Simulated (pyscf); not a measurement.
A first-order saddle from PySCF, ωB97X-D3(BJ)/def2-SVP:

```xyz
9

N      0.5655    -0.1011    -0.5323
Si    -0.5575    -0.0336     0.7617
H      1.4888    -0.5003    -0.3995
H      0.3963     0.2573    -1.4657
H     -1.3156     1.2897    -0.0817
H      0.3310    -0.6517     1.8155
H     -1.8705    -0.7285     0.8164
H     -1.0124     1.1679     1.9647
H     -1.2099     1.4720     1.0189
```
Charge 0, spin multiplicity 1.

Surface: singlet, charge 0. Lowest wavenumbers (cm⁻¹): 1593i, 254, 346, 502, 593.

Task: What reaction is this the transition state of?

Result: `[NH2][SiH3]` + `[H][H]` <-> `[NH2][SiH3]` + `[H][H]`, a four-centre exchange read from left to right: H–Si, H–H broken and H–Si, H–H formed. At ωB97M-D3(BJ)/def2-TZVP it lies +2.52 eV from the left side and +2.52 eV from the right (each side as separated species at their lowest minima found). At the saddle there is also a short H–Si contact that neither side keeps. The same reactants have a lower exit, to SiH₄ + NH₃ (barrier +2.03 eV at ωB97M-D3(BJ)/def2-TZVP, against +2.52 eV here). One saddle was located; it need not be the lowest between these sides.
